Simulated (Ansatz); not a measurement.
`N[PH][AlH2]`. The species carries charge 0 and has multiplicity 1. The structure was optimised at the PBE0-D4/def2-TZVP level. It is one conformer, not always the lowest.

```xyz
8

N     0.735   -1.296    0.627
P     0.870   -0.078   -0.565
Al   -1.227    0.893   -0.700
H     1.521   -1.926    0.667
H     0.416   -1.057    1.552
H     1.524    1.032    0.058
H    -1.311    2.297   -1.438
H    -2.529    0.135   -0.201
```

Q: What is the dipole moment at B3LYP/def2-TZVPP? (An estimate is asked.)

A: Computed: 1.75 D, with components (0.53, -0.23, 1.65) D in this frame, pointing from negative to positive charge.

Q: And with PBE, r2SCAN, ωB97M-V? (Best estimate.)

A: Computed: PBE 1.83 D, r2SCAN 1.85 D, ωB97M-V 1.71 D.

Q: Give the Mulliken charges with B3LYP, PBE, r2SCAN in def2-TZVPP. (Estimate.)

A: Computed: 
```
atom  B3LYP    PBE  r2SCAN
  N1  -0.37  -0.35   -0.40
  P2  -0.03  -0.07   -0.05
 Al3   0.39   0.33    0.46
  H4   0.14   0.16    0.16
  H5   0.14   0.16    0.16
  H6   0.00   0.01   -0.01
  H7  -0.14  -0.12   -0.16
  H8  -0.14  -0.12   -0.16
```

B3LYP here is the variant with VWN-RPA as its local correlation; programs differ in this.
